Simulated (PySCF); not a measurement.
# H₂S⁺, doublet: data card

Level of theory: PySCF, UPBE0, basis S def2-TZVP, H def2-TZVP (no relativity, density fitting).

The structure is a minimum.

Coordinates in bohr (charge 1 multiplicity 2):
```
S     0.1038   -0.0172    0.0000
H    -1.6465    0.2724    1.8670
H    -1.6465    0.2724   -1.8670
```

- Point group: C2v
- Bond lengths: S–H 1.363 Å (×2)
- Bond angles: H–S–H 92.9°
- Principal quadrupole moments (Buckingham, traceless) about the centre of mass: -1.97, 0.10, 1.87 D Å
- Spin squared ⟨S²⟩: 0.756
- Lowest empty level (β): -13.06 eV
- Dipole moment about the centre of mass: 1.71 D
- Rotational constants: 10.09, 8.568, 4.633 cm⁻¹
- Highest occupied level (α): -18.19 eV
- Entropy at 298.15 K and 1 bar (electronic part: spin only): 211.9 J/(mol K)
- Principal polarisabilities: 10.9, 15.1, 16.3 bohr³
- Rotational symmetry number: 2
- Enthalpy at 298.15 K above 0 K: 9.96 kJ/mol
- Zero-point energy: 38.1 kJ/mol
- Heat capacity Cp at 298.15 K: 34.2 J/(mol K)

Harmonic modes (masses in u: S 31.972, H 1.008):
```tsv
symmetry	ω (cm⁻¹)	IR (km/mol)
a1	1182	2.9
a1	2596	69.3
b2	2599	96.3
```

In C2v the vibrations span 2a1 + b2. Here b1 is antisymmetric to the molecular plane and b2 lies in it.

Charges (e):
| atom | Mulliken | Löwdin | polar tensor | spin (Mulliken) | Mayer order to S1 |
| --- | --- | --- | --- | --- | --- |
| S1 | 0.40 | 0.76 | 0.55 | 1.05 | – |
| H2,3 | 0.30 | 0.12 | 0.23 | -0.03 | 0.90 |

Mulliken populations on S1: s 5.89, p 9.60, d 0.10, f 0.00.

Only a few start shapes were tried, so a lower isomer may exist.

The final relaxation and frequency run took 6.3 s on 2 threads of a shared Arm Neoverse V1 host, with 49 basis functions and 8 gradients; the process peaked at 0.55 GiB.
